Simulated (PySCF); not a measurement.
# H3PO2 (SMILES O=[PH2]O), run twice

Wanted: a single-point energy of H3PO2, HF/cc-pV(D+d)Z.

The results are computed with PySCF 2.14.0.

## 1. The molecule

H3PO2 has 6 atoms, charge 0, and is taken as a singlet. As SMILES, `O=[PH2]O`. The shape is that of a GFN2-xTB optimisation. This is one conformer, not always the lowest.

Bond lengths: O1–P2 1.446 Å, P2–O3 1.599 Å, P2–H4 1.390 Å, P2–H5 1.390 Å, O3–H6 0.959 Å. Angles: O1–P2–O3 111.7°, O1–P2–H4 116.1°, O1–P2–H5 116.0°, O3–P2–H4 103.6°, O3–P2–H5 103.7°, P2–O3–H6 115.9°, H4–P2–H5 104.3°.

## 2. Try one

Input file mol.sdf:

```

     RDKit          3D

  6  5  0  0  0  0  0  0  0  0999 V2000
   -0.2881   -1.5169   -0.9086 O   0  0  0  0  0  0  0  0  0  0  0  0
   -0.1619   -0.1801   -0.3715 P   0  0  0  0  0  5  0  0  0  0  0  0
    0.5355   -0.1851    1.0669 O   0  0  0  0  0  0  0  0  0  0  0  0
   -1.3513    0.5063   -0.1566 H   0  0  0  0  0  0  0  0  0  0  0  0
    0.6162    0.7035   -1.1105 H   0  0  0  0  0  0  0  0  0  0  0  0
    0.6496    0.6723    1.4802 H   0  0  0  0  0  0  0  0  0  0  0  0
  2  1  2  0
  3  2  1  0
  4  2  1  0
  5  2  1  0
  6  3  1  0
M  END
$$$$
```

Input file job.py:

```python
# O=[PH2]O
from pyscf import gto, scf
from rdkit import Chem

rd = Chem.MolFromMolFile('mol.sdf', removeHs=False, sanitize=False)
xyz = rd.GetConformer().GetPositions()
geom = [(a.GetSymbol(), tuple(x)) for a, x in zip(rd.GetAtoms(), xyz)]
for s, x in geom:
    print('%-2s %12.6f %12.6f %12.6f' % (s, *x))

mol = gto.M(
    atom=geom,
    verbose=3,
    max_memory=1860,
    basis='cc-pv(d+d)z',
    charge=0,
    spin=0,
)

hf = scf.RHF(mol)
hf.max_cycle = 12
hf.init_guess = '1e'
hf.kernel()

etot = hf.e_tot
print(f'total energy: {etot:.8f} hartree')
```

Command:

```sh
$ OMP_NUM_THREADS=1 python job.py
```

Log:

```text
O     -0.288100    -1.516900    -0.908600
P     -0.161900    -0.180100    -0.371500
O      0.535500    -0.185100     1.066900
H     -1.351300     0.506300    -0.156600
H      0.616200     0.703500    -1.110500
H      0.649600     0.672300     1.480200
SCF not converged.
SCF energy = -492.245562820876
total energy: -492.24556282 hartree
```

Run time: 1.2 s. Hardware: 1 thread of Arm Neoverse V1, shared host; peak memory 0.15 GiB.

## 3. Reading the log

The iterations ended before the threshold was met.

The telling line is `SCF not converged.`. The cause is that the starting guess is poor and few iterations are allowed. The sound input differs in these keys, not all of which need be the cause: starting guess minao in place of 1e; iteration cap at its default in place of 12.

## 4. Try two

mol.sdf is that of step 2.

Input file calc.py:

```python
# O=[PH2]O
from pyscf import gto, scf
from rdkit import Chem

rd = Chem.MolFromMolFile('mol.sdf', removeHs=False, sanitize=False)
xyz = rd.GetConformer().GetPositions()
geom = [(a.GetSymbol(), tuple(x)) for a, x in zip(rd.GetAtoms(), xyz)]
for s, x in geom:
    print('%-2s %12.6f %12.6f %12.6f' % (s, *x))

system = gto.Mole()
system.atom = geom
system.basis = 'cc-pv(d+d)z'
system.max_memory = 1860
system.verbose = 3
system.build()

mf = scf.RHF(system)
mf.kernel()

energy = mf.e_tot
print('Final energy', energy)
```

Command:

```sh
$ OMP_NUM_THREADS=1 python calc.py
```

Log:

```text
O     -0.288100    -1.516900    -0.908600
P     -0.161900    -0.180100    -0.371500
O      0.535500    -0.185100     1.066900
H     -1.351300     0.506300    -0.156600
H      0.616200     0.703500    -1.110500
H      0.649600     0.672300     1.480200
converged SCF energy = -492.245562961093
Final energy -492.24556296109324
```

It took 1.2 s on 1 thread of Arm Neoverse V1, shared host; peak memory 0.16 GiB.

## 5. Outcome

At HF/cc-pV(D+d)Z:

| quantity | value |
| --- | --- |
| total energy | -492.24556 Eh |
| dipole moment | 5.34 D |
| HOMO energy | -12.04 eV |
| LUMO energy | 4.10 eV |
| HOMO–LUMO gap | 16.14 eV |
